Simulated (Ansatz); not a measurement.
**CHN (triplet): from Hartree-Fock to the top rungs, 6-31G**

Aim: climb from Hartree-Fock through coupled cluster and multireference methods for CHN (triplet) at one geometry and basis, and see what each rung misses.

Method: 6-31G, core rule «outside noble gas», up to 2 orbitals frozen; program: Ansatz 0.2.0, Gaussian basis.

Plan: UHF; CCSD(T) on ROHF; CCSD(T) on UHF; BCCD(T) on ROHF; CISD; CCSDT(Q) on ROHF; CCSDT(Q) on UHF; CISDTQ; CCSDTQ on ROHF; CCSDTQ on UHF; CASSCF and MRCISD+Q, 10 electrons in 9 orbitals; CASSCF and NEVPT2, 10 electrons in 9 orbitals.

6 further runs of the same task are left out: 2 that didn't finish, 4 set aside as unsound or not needed.

## 1. What is computed

The geometry is a PBE0/def2-TZVP stationary point (not a proven minimum) of the parent state, kept for this charge and spin.

3 atoms, charge 0, spin multiplicity 3.

Atoms are counted from 1 here; the program's logs count them from 0.

Bond lengths: N1–C2 1.163 Å, N1–H3 0.997 Å. Angles: C2–N1–H3 180.0°.

## 2. UHF

Input file in.yaml:

```yaml
crystal:
  periodic: [false, false, false]
  atoms:
    - {symbol: N, position_ang: [0.000000, 0.000000, 0.055493]}
    - {symbol: C, position_ang: [0.000000, 0.000000, -1.107975]}
    - {symbol: H, position_ang: [0.000000, 0.000000, 1.052482]}
basis:
  gaussian: {orbitals: 6-31G}
magnetization: {spin_polarized: true, initial_magnetization: 2}
hamiltonian: {xc: hf}
output: {orbitals: {seedname: orbitals}}
```

On the command line:

```console
$ ansatz run in.yaml --threads 1 --pin off --events-out ev --progress --plain --max-ram 2393MiB
```

After this run come: CCSD(T) on ROHF; CCSD(T) on UHF; BCCD(T) on ROHF; CISD; CCSDT(Q) on ROHF; CCSDT(Q) on UHF; CISDTQ; CCSDTQ on ROHF; CCSDTQ on UHF; CASSCF and MRCISD+Q, 10 electrons in 9 orbitals; CASSCF and NEVPT2, 10 electrons in 9 orbitals.

Q: Predict the results of all the runs planned. Wanted: UCCSDTQ below the RHF energy; RMP2 from UCCSDTQ; UMP2 from UCCSDTQ; RCCSD from UCCSDTQ; RCCSD(T) from UCCSDTQ; UCCSD(T) from UCCSDTQ; RCCSDT(Q) from UCCSDTQ; UCCSDT(Q) from UCCSDTQ; NEVPT2 valence from UCCSDTQ.

As calculated:

| quantity | value |
| --- | --- |
| UCCSDTQ below the RHF energy | -4.9430 eV |
| RMP2 from UCCSDTQ | +593.5 meV |
| UMP2 from UCCSDTQ | +760.1 meV |
| RCCSD from UCCSDTQ | +157.2 meV |
| RCCSD(T) from UCCSDTQ | +30.0 meV |
| UCCSD(T) from UCCSDTQ | +33.4 meV |
| RCCSDT(Q) from UCCSDTQ | -1.0 meV |
| UCCSDT(Q) from UCCSDTQ | -1.6 meV |
| NEVPT2 valence from UCCSDTQ | +445.2 meV |
| MRCISD+Q valence from UCCSDTQ | +13.1 meV |
| levels within 1 kcal/mol (43 meV) | RCCSD(T), UCCSD(T), BCCD(T), RCCSDT, UCCSDT, CISDTQ, RCCSDT(Q), UCCSDT(Q), RCCSDTQ, MRCISD+Q valence |
| T1 diagnostic | 0.028 |
| effectively unpaired electrons | 2.05 |

RCCSD(T) misses by +30.0 meV, 0.6 % of the correlation energy. One determinant dominates. Of the multireference levels listed MRCISD+Q valence comes nearest in total energy (+13.1 meV), which doesn't show that its space is the better one. These misses are within one basis, not against nature; the frozen cores of restricted and unrestricted runs differ, which can shift their rows.
